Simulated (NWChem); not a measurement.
**CH5Al (SMILES [CH3][AlH2]) at PBE0/def2-SVP (density fitting)**

Aim: the vertical ionisation energy of CH5Al at PBE0/def2-SVP (density fitting), from 2 runs. 

The results are computed with NWChem 7.3.0.

2 further runs of the same task are left out: 2 set aside as unsound or not needed.

### Step 1. The system as given

CH5Al has 7 atoms, charge 0, and is taken as a singlet. As SMILES, `[CH3][AlH2]`. The coordinates come from a PBE0-D4/def2-TZVP relaxation.

Bond lengths: C1–Al2 1.950 Å, C1–H3 1.093 Å, C1–H4 1.097 Å, C1–H5 1.093 Å, Al2–H6 1.590 Å, Al2–H7 1.590 Å. Angles: C1–Al2–H6 120.6°, C1–Al2–H7 120.6°, Al2–C1–H3 112.6°, Al2–C1–H4 109.5°, Al2–C1–H5 112.5°, H6–Al2–H7 118.8°, H3–C1–H4 106.7°, H3–C1–H5 108.6°, H4–C1–H5 106.6°.

### Step 2. A single-point energy at PBE0/def2-SVP (density fitting)

File input.nw:

```
START input
memory total 2200 mb
charge 0
GEOMETRY units angstrom noautosym nocenter noautoz
  C     -0.448500    -0.695600    -0.355500
  Al     0.562900     0.778300     0.424700
  H     -1.063100    -1.219600     0.380800
  H     -1.134400    -0.306400    -1.118200
  H      0.193400    -1.425500    -0.855600
  H      0.016000     1.549300     1.703400
  H      1.934800     1.251600    -0.225400
END
BASIS "ao basis" spherical bse
  * library def2-SVP
END
BASIS "cd basis" spherical
  * library "dgauss a2 dft coulomb fitting"
END
DFT
  xc pbe0
  mult 1
  grid fine
  convergence energy 1e-08
  maxiter 100
  mulliken
  noprint "final vectors analysis"
END
TASK dft energy
```

The run is started by

```
$ nwchem input.nw > input.out
```

Log:

```text
[...]
          Wavefunction type:  closed shell.
          No. of atoms     :     7
          No. of electrons :    24
[...]
          Charge           :     0
          Spin multiplicity:     1
[...]
          AO basis - number of functions:    57
[...]
              XC Information
              --------------
                         PBE0 Method XC Functional
                     Hartree-Fock (Exact) Exchange  0.250
          PerdewBurkeErnzerhof Exchange Functional  0.750
            Perdew 1991 LDA Correlation Functional  1.000 local
           PerdewBurkeErnz. Correlation Functional  1.000 non-local
[...]
 d= 0,ls=0.0,diis     1   -283.2475758926 -3.34D+02  7.95D-03  1.40D-01     0.7
[...]
 d= 0,ls=0.0,diis     7   -283.2673560046 -5.28D-09  4.13D-07  2.47D-10     3.2
         Total DFT energy =     -283.267356004577
      One electron energy =     -491.667801661678
           Coulomb energy =      183.530429609330
    Exchange-Corr. energy =      -25.748439345309
 Nuclear repulsion energy =       50.618455393081
[...]
      Total Density - Mulliken Population Analysis
     ---------------------------------------------
    Atom       Charge   Shell Charges
 -----------   ------   -------------------------------------------------------
    1 C    6     6.45   1.99  0.87  0.32  2.11  1.15  0.02
    2 Al  13    12.44   2.00  1.99  0.96  0.13  5.92  0.84  0.45  0.13
    3 H    1     0.93   0.72  0.18  0.03
    4 H    1     0.93   0.72  0.18  0.03
    5 H    1     0.93   0.72  0.18  0.03
    6 H    1     1.17   0.71  0.45  0.01
    7 H    1     1.17   0.71  0.45  0.01
[...]
```

Run time: 3.9 s. Hardware: 1 thread of Intel Xeon 6975P-C (Granite Rapids), shared host; peak memory 0.11 GiB.

### Step 3. The doublet cation at the same level

File run.nw:

```
START run
TITLE "CH5Al"
memory stack 880 mb heap 220 mb global 1100 mb
charge 1

GEOMETRY units angstrom noautosym nocenter noautoz
  C       -0.448500      -0.695600      -0.355500
  Al       0.562900       0.778300       0.424700
  H       -1.063100      -1.219600       0.380800
  H       -1.134400      -0.306400      -1.118200
  H        0.193400      -1.425500      -0.855600
  H        0.016000       1.549300       1.703400
  H        1.934800       1.251600      -0.225400
END

BASIS spherical bse
  * library def2-SVP
END

BASIS "cd basis" spherical
  * library "dgauss a2 dft coulomb fitting"
END

DFT
  xc pbe0
  mult 2
  grid fine
  convergence energy 1e-08
  iterations 100
  mulliken
  print low
END

TASK dft energy
```

The run is started by

```
$ nwchem run.nw > run.out
```

Log:

```text
[...]
 d= 0,ls=0.0,diis     1   -282.7353246418 -3.33D+02  1.27D-02  2.81D-01     0.9
[...]
 d= 0,ls=0.5,diis    58   -282.8731567275 -4.03D-09  5.52D-07  6.90D-07    40.1
[...]
         Total DFT energy =     -282.873156736727
      One electron energy =     -485.547204199079
           Coulomb energy =      177.493914391602
    Exchange-Corr. energy =      -25.438322322332
 Nuclear repulsion energy =       50.618455393081
[...]
      Total Density - Mulliken Population Analysis
     ---------------------------------------------
    Atom       Charge   Shell Charges
 -----------   ------   -------------------------------------------------------
    1 C    6     6.45   1.99  0.88  0.32  2.10  1.15  0.01
    2 Al  13    12.21   2.00  1.99  1.11  0.01  5.92  0.78  0.27  0.12
    3 H    1     0.85   0.70  0.12  0.03
    4 H    1     0.86   0.70  0.13  0.03
    5 H    1     0.85   0.70  0.12  0.03
    6 H    1     0.89   0.63  0.25  0.01
    7 H    1     0.89   0.63  0.26  0.01
[...]
      <S2> =      0.7700 (Exact =     0.7500)
[...]
```

Wall time 41 s (1 thread of Intel Xeon 6975P-C (Granite Rapids), shared host); peak memory 0.12 GiB.

### Step 4. Outcome

Level: PBE0/def2-SVP (density fitting).

| quantity | value |
| --- | --- |
| singlet CH5Al: total energy | -283.26736 Eh |
| singlet CH5Al: dipole moment | 0.78 D |
| doublet cation: total energy | -282.87316 Eh |
| doublet cation: ⟨S²⟩ | 0.770 |
| vertical ionisation energy (to the doublet cation) | 10.727 eV |

What this shows: Removing an electron at fixed nuclei costs 10.73 eV (247 kcal/mol). Mulliken charges (singlet CH5Al) run from -0.45 on C1 to +0.56 on Al2. Mulliken charges (doublet cation) run from -0.45 on C1 to +0.79 on Al2; they depend strongly on the basis.
